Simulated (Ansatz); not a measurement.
The cluster Li2H3, relaxed as a doublet with UKS PBE0-D4/def2-TZVP in Ansatz, starting from the GFN1-xTB geometry. Force threshold 0.02 eV/Å.

The structure comes from a short search, and lower isomers may exist.

Start:

```
atom   x (Å)   y (Å)   z (Å)
 Li1   1.048  -1.114   0.439
 Li2  -0.928   0.486  -0.051
  H3   2.109  -1.990   0.040
  H4  -2.185   1.005   0.052
  H5  -0.044   1.613  -0.480
```

| step | energy (eV) | largest force component (eV/Å) | SCF passes |
| --- | --- | --- | --- |
| 1 | -451.1261 | 2.508 | 33 |
| 2 | -451.7156 | 1.195 | 35 |
| 3 | -452.1350 | 0.524 | 33 |
| 4 | -452.4352 | 0.566 | 33 |
| 5 | -452.7306 | 0.556 | 32 |
| 6 | -452.9949 | 0.438 | 29 |
| 7 | -453.2576 | 0.399 | 24 |
| 8 | -453.4558 | 0.449 | 28 |
| 9 | -453.6516 | 0.516 | 27 |
| 10 | -453.8707 | 0.524 | 26 |
| 11 | -454.1313 | 0.585 | 28 |
| 13 | -454.7454 | 0.841 | 29 |
| 15 | -455.0482 | 0.175 | 28 |
| 17 | -455.0754 | 0.024 | 28 |
| 19 | -455.0768 | 0.034 | 29 |
| 21 | -455.0808 | 0.066 | 28 |
| 23 | -455.1113 | 0.215 | 27 |
| 25 | -455.1815 | 0.150 | 26 |
| 27 | -455.2269 | 0.372 | 25 |
| 29 | -455.2681 | 0.073 | 26 |
| 31 (rejected) | -455.2561 | 0.746 | 24 |
| 33 | -455.2796 | 0.047 | 26 |
| 35 | -455.2800 | 0.018 | 21 |

Force components are those of the run's own axes.

End:

```
atom    x (Å)    y (Å)    z (Å)
 Li1   2.0579  -1.4143   0.2191
 Li2   0.3687   0.5081   0.4536
  H3   0.4840  -1.0071  -0.2864
  H4  -1.4404   0.6175  -0.3604
  H5  -1.4702   1.2959  -0.0258
```

Bonds lost: Li2–H5 (atoms count from 1). Bonds formed: Li2–H3 (atoms count from 1). The end is the same structure that another start reached, the lowest one found.

The force fell under the threshold at step 18, but the optimiser went on and released 0.204 eV more. No frequencies were taken in this run, so the end may be a saddle point.

Hardware: 4 threads of Arm Neoverse V1 on a shared host. Wall time 13 s.
